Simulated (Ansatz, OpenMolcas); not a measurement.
SiH3 (silyl radical): from total energies to a heat of formation

SiH3 has 4 atoms, charge 0, and is taken as a doublet. SMILES: `[SiH3]`. The coordinates come from a PBE0-D4/def2-TZVP relaxation.

Total energies at UHF/3-21G (OpenMolcas 26.06); the atoms run unrestricted:

```
species    state  energy (Eh)
   SiH3  doublet  -289.080521
     Si  triplet  -287.344431
      H  doublet    -0.496199
```

Harmonic wavenumbers at UPBE0-D4/def2-TZVP, in cm⁻¹: 746, 927, 927, 2203, 2242, 2242.

Measured heats of formation of the gaseous atoms at 298.15 K, in kJ/mol: Si 450.0, H 218.0. Spin-orbit lowering of the atoms at 298 K (mean of the ground term's levels less their thermal mean, from spectra), in kJ/mol: Si 0.44. Take 1 Eh = 2625.50 kJ/mol, 1 cm⁻¹ = 0.0119627 kJ/mol, RT = 2.479 kJ/mol.

Work out the heat of formation of the gas at 298 K.


1. Electronic atomisation energy: (-287.344431) + 3 × (-0.496199) − (-289.080521) = 0.247493 Eh = 649.8 kJ/mol.
2. Zero-point energy: half the sum of the wavenumbers, 4643.5 cm⁻¹ = 55.5 kJ/mol.
3. Thermal vibrational enthalpy, Σ hcν̃/(exp(hcν̃/kT) − 1): 0.5 kJ/mol. Translation, rotation and pV of a non-linear molecule: 4 RT = 9.9 kJ/mol.
4. The 4 free atoms carry 5/2 RT each: 24.8 kJ/mol.
5. Spin-orbit coupling lowers the free atoms by 0.44 = 0.4 kJ/mol.
6. Atomisation enthalpy at 298 K: 649.8 − 0.4 − 55.5 − 0.5 − 9.9 + 24.8 = 608.3 kJ/mol.
7. Sum of the atoms' heats of formation: 1104.0 kJ/mol. Heat of formation: 1104.0 − 608.3 = +495.7 kJ/mol.

No measured value is set beside it here. Hartree–Fock leaves out correlation, which is larger in the molecule than in the atoms, so it underbinds and puts the heat of formation too high. Anharmonicity and any spin-orbit splitting of the molecule are left out.
